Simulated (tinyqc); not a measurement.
Ways to converge the cycle: SCF convergence aids in the sto-3g basis, for H2O, spin multiplicity 1. Computed by the program tinyqc with PySCF. Command: `OMP_NUM_THREADS=1 python tinyqc.py 110046 110047 out.jsonl`; one thread of a shared host (Intel(R) Xeon(R) Processor @ 2.60GHz), about 0.5 s.

Geometry (angstrom):
```
atom       x        y       z
O     0.0000   0.0000  0.0000
H     0.0000   0.9710  0.6960
H     0.0000  -0.9710  0.6960
```

lowest restricted solution found by these runs and by PySCF = -74.894721 hartree

RHF with one setting changed at a time; a run stops when the energy changes by less than 1e-09 hartree and the error matrix is below 1e-5. The start is the Wolfsberg-Helmholz matrix. Damping d keeps d of the old density; a shift (hartree) raises the virtual levels; DIIS n extrapolates F over n matrices.

Largest element of the error matrix X^T (FDS - SDF) X:
```
iteration    plain  damping 0.3  damping 0.6  shift 0.4   DIIS 3   DIIS 8
1          5.1e-01      5.1e-01      5.1e-01    5.1e-01  5.1e-01  5.1e-01
2          1.3e-01      1.4e-01      2.9e-01    1.6e-01  1.3e-01  1.3e-01
3          3.1e-02      7.6e-02      1.7e-01    9.4e-02  3.7e-02  3.7e-02
4          1.0e-02      4.0e-02      9.8e-02    5.0e-02  7.0e-03  7.0e-03
5          3.9e-03      2.2e-02      7.3e-02    2.6e-02  2.3e-03  2.1e-03
6          1.6e-03      1.2e-02      5.4e-02    1.4e-02  1.0e-03  4.8e-05
8          4.1e-04      3.5e-03      2.9e-02    4.5e-03  1.6e-05  3.5e-09
10         1.1e-04      1.1e-03      1.6e-02    1.9e-03        -        -
14         8.0e-06      1.7e-04      4.7e-03    4.0e-04        -        -
20               -      1.5e-05      8.3e-04    3.6e-05        -        -
30               -            -      6.7e-05          -        -        -
```

How each run ends:
```
run          iterations  E (hartree)         state
plain                14   -74.894721  lowest found
damping 0.3          22   -74.894721  lowest found
damping 0.6          41   -74.894721  lowest found
shift 0.4            24   -74.894721  lowest found
DIIS 3                9   -74.894721  lowest found
DIIS 8                8   -74.894721  lowest found
```

6 of 6 runs reach the lowest restricted solution found, in 8 to 41 iterations (fastest: DIIS 8). Plain steps already contract here, so damping only slows them. DIIS 3 and DIIS 8 gain by cancelling the error over several earlier matrices, much as a quasi-Newton step does.
